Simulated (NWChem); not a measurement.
The numbers come from NWChem runs, not from measurements. System: F (+1), charge 1, spin multiplicity 3. Its SCF solution wasn't tested for a lower state. Level: UB2PLYP/def2-TZVP, 1 core orbitals frozen.

Input file:

```
start mol
memory heap 200 mb stack 900 mb global 1100 mb
charge 1
geometry units angstroms nocenter noautoz
  F      0.000000     0.000000     0.000000
  symmetry group D2h
end
basis spherical
  * library def2-tzvp
end
dft
  xc hfexch 0.53 becke88 0.47 lyp 0.73 mp2 0.27
  dftmp2
  odft
  mult 3
  semidirect memsize 60000000 filesize 0
  iterations 100
end
mp2
  freeze core 1
end
task dft energy
```

NWChem printed:

```
             Northwest Computational Chemistry Package (NWChem) 7.3.0
             --------------------------------------------------------

                                NWChem Input Module
                                -------------------

 Scaling coordinates for geometry "geometry" by  1.889725989
 (inverse scale =  0.529177249)

                             Geometry "geometry" -> ""
                             -------------------------

 Output coordinates in angstroms (scale by  1.889725989 to convert to a.u.)

  No.       Tag          Charge          X              Y              Z
 ---- ---------------- ---------- -------------- -------------- --------------
    1 F                    9.0000     0.00000000     0.00000000     0.00000000

 Effective nuclear repulsion energy (a.u.)       0.0000000000

            Nuclear Dipole moment (a.u.)
            ----------------------------
        X                 Y               Z
 ---------------- ---------------- ----------------
     0.0000000000     0.0000000000     0.0000000000

      Symmetry information
      --------------------

 Group name             D2h
 Group number             26
 Group order               8
 No. of unique centers     1

      Symmetry unique atoms

     1


 Summary of "ao basis" -> "" (spherical)
 ------------------------------------------------------------------------------
       Tag                 Description            Shells   Functions and Types
 ---------------- ------------------------------  ------  ---------------------
 *                         def2-tzvp                  on all atoms

  dft_input: which_mp2 not specified, using semidirect MP2 by default.

                                 NWChem DFT Module
                                 -----------------

 Summary of "ao basis" -> "ao basis" (spherical)
 ------------------------------------------------------------------------------
       Tag                 Description            Shells   Functions and Types
 ---------------- ------------------------------  ------  ---------------------
 F                         def2-tzvp                11       31   5s3p2d1f

 Summary of "ao basis" -> "ao basis" (spherical)
 ------------------------------------------------------------------------------
       Tag                 Description            Shells   Functions and Types
 ---------------- ------------------------------  ------  ---------------------
 F                         def2-tzvp                11       31   5s3p2d1f

      Symmetry analysis of basis
      --------------------------

        ag          9
        au          1
        b1g         2
        b1u         5
        b2g         2
        b2u         5
        b3g         2
        b3u         5

            General Information
            -------------------
          SCF calculation type: DFT
          Wavefunction type:  spin polarized.
          No. of atoms     :     1
          No. of electrons :     8
           Alpha electrons :     5
            Beta electrons :     3
          Charge           :     1
          Spin multiplicity:     3
          Use of symmetry is: on ; symmetry adaption is: on
          Maximum number of iterations: 100
          AO basis - number of functions:    31
                     number of shells:    11
          Convergence on energy requested:  1.00D-06
          Convergence on density requested:  1.00D-05
          Convergence on gradient requested:  5.00D-04

              XC Information
[...]
  ----- ------------  ---------------      ----- ------------  ---------------
     4      0.559309  1 F  s                  3      0.400189  1 F  s
     2     -0.270427  1 F  s                  5      0.176280  1 F  s
     1     -0.109850  1 F  s

 Vector    3  Occ=1.000000D+00  E=-1.162505D+00  Symmetry=b2u
              MO Center= -2.2D-16, -9.5D-18,  5.6D-17, r^2= 3.6D-01
   Bfn.  Coefficient  Atom+Function         Bfn.  Coefficient  Atom+Function
  ----- ------------  ---------------      ----- ------------  ---------------
     7      0.561005  1 F  py                10      0.448737  1 F  py
    13      0.174236  1 F  py

 Vector    4  Occ=0.000000D+00  E=-7.062988D-01  Symmetry=b3u
              MO Center= -4.6D-23, -1.1D-30, -1.1D-31, r^2= 4.7D-01
   Bfn.  Coefficient  Atom+Function         Bfn.  Coefficient  Atom+Function
  ----- ------------  ---------------      ----- ------------  ---------------
     6      0.497947  1 F  px                 9      0.430139  1 F  px
    12      0.282618  1 F  px

 Vector    5  Occ=0.000000D+00  E=-7.062988D-01  Symmetry=b1u
              MO Center=  1.0D-31, -2.5D-31, -3.4D-23, r^2= 4.7D-01
   Bfn.  Coefficient  Atom+Function         Bfn.  Coefficient  Atom+Function
  ----- ------------  ---------------      ----- ------------  ---------------
     8      0.497947  1 F  pz                11      0.430139  1 F  pz
    14      0.282618  1 F  pz

 Vector    6  Occ=0.000000D+00  E= 1.130262D-01  Symmetry=ag
              MO Center=  9.1D-20, -2.2D-16,  6.8D-18, r^2= 1.5D+00
   Bfn.  Coefficient  Atom+Function         Bfn.  Coefficient  Atom+Function
  ----- ------------  ---------------      ----- ------------  ---------------
     5      1.974553  1 F  s                  4     -1.753005  1 F  s
     2      0.121965  1 F  s                  1      0.055264  1 F  s
     3      0.047192  1 F  s

   alpha - beta orbital overlaps
   -----------------------------

   alpha      1      2      3      4      5      6      7      8      9     10
    beta      1      2      5      4      3      6      8      9      7     13
 overlap   1.000  0.999  0.988  0.988  1.000  0.999  0.988  0.988  1.000  1.000

   alpha     11     12     13     14     15     16     17     18     19     20
    beta     14     11     12     10     16     17     15     18     21     22
 overlap   1.000  1.000  1.000  0.999  0.999  0.999  1.000  1.000  1.000  1.000

   alpha     21     22     23     24     25     26     27     28     29     30
    beta     20     19     24     25     23     30     29     26     27     28
 overlap   1.000  1.000  1.000  1.000  1.000  1.000  1.000  1.000  1.000  1.000

   alpha     31
    beta     31
 overlap   1.000

     --------------------------
     Expectation value of S2:
     --------------------------
      <S2> =      2.0032 (Exact =     2.0000)

                   NWChem MP2 Semi-direct Energy/Gradient Module
                   ---------------------------------------------

  Basis functions       =     31
  Molecular orbitals    =     31
  Frozen core           =      1
  Frozen virtuals       =      0
  Active alpha occupied =      4
  Active beta occupied  =      2
  Active alpha virtual  =     26
  Active beta virtual   =     28
  Use MO symmetry       = T
  Use skeleton AO sym   = T

  AO/Fock/Back tols     =   1.0D-09  1.0D-09  1.0D-09

 GA uses MA = F    GA memory limited = T

 Available:
  local mem=  4.43D+07
 global mem=  1.44D+08
 local disk=  0.00D+00
  mp2_memr nvloc                    26
  nvloc new                    26
   1 passes of   4:        3145728                       7158                    177079.
   1 passes of   4: M     44324808           G      144177278           F      41179080.

 Semi-direct pass number   1 of   1  for UHF alpha       at        0.8s
  vrange nnbf                   496
  mp2_eaftype                    10  avail_ma_in_mb                   386
 EAF : mp2_eaftype filesize          10      88539.
  mp2_eaf for mointskh                     10
Node 0 wrote      0.4 Mb in      0.0 s     Agg I/O rate:  1386.7 Mb/s
 Done moints_semi at        0.9s
  mp2_eaftype                    10  avail_ma_in_mb                   386
 EAF : mp2_eaftype filesize          10      88539.
  mp2_eaf for kh                    10
 Done maket at        0.9s
 Done multipass loop at        0.9s

 GA uses MA = F    GA memory limited = T

 Available:
  local mem=  4.43D+07
 global mem=  1.44D+08
 local disk=  0.00D+00
  mp2_memr nvloc                    28
  nvloc new                    28
   1 passes of   2:        3145728                       4759                     96132.
   1 passes of   2: M     44324808           G      144177278           F      41179080.

 Semi-direct pass number   1 of   1  for UHF beta        at        1.0s
  vrange nnbf                   496
  mp2_eaftype                    10  avail_ma_in_mb                   386
 EAF : mp2_eaftype filesize          10      48066.
  mp2_eaf for mointskh                     10
Node 0 wrote      0.2 Mb in      0.0 s     Agg I/O rate:   957.9 Mb/s
 Done moints_semi at        1.1s
  mp2_eaftype                    10  avail_ma_in_mb                   386
 EAF : mp2_eaftype filesize          10      48066.
  mp2_eaf for kh                    10
 Done maket at        1.1s
 Done multipass loop at        1.1s

          -------------------------------------------
          DFT energy                     -99.035249132987
          Unscaled MP2 energy             -0.160167899395
          Total DFT+MP2 energy           -99.078494465823
          -------------------------------------------

 -----------------------
 Performance information
 -----------------------

 Timer overhead =  2.65D-07 seconds/call

               Nr. of calls         CPU time (s)                 Wall time (s)                GFlops
             ---------------    -------------------     ------------------------------   -------------------
Name         Min   Avg   Max    Min     Avg     Max     Min     Avg     Max   Mx/calls   Min     Max     Sum
mp2: moin     2     2     2   0.31    0.31    0.31     0.31    0.31    0.31    0.15      0.0     0.0     0.0
mp2: make     2     2     2   9.35E-3 9.35E-3 9.35E-3  9.35E-3 9.35E-3 9.35E-3 4.68E-3   0.0     0.0     0.0
mp2: tota     1     1     1   0.41    0.41    0.41     0.41    0.41    0.41    0.41      0.0     0.0     0.0

 The average no. of pstat calls per process was 5.00D+00
 with a timing overhead of 1.33D-06s

 Task  times  cpu:        1.1s     wall:        1.1s

 Total times  cpu:        1.1s     wall:        1.1s
```
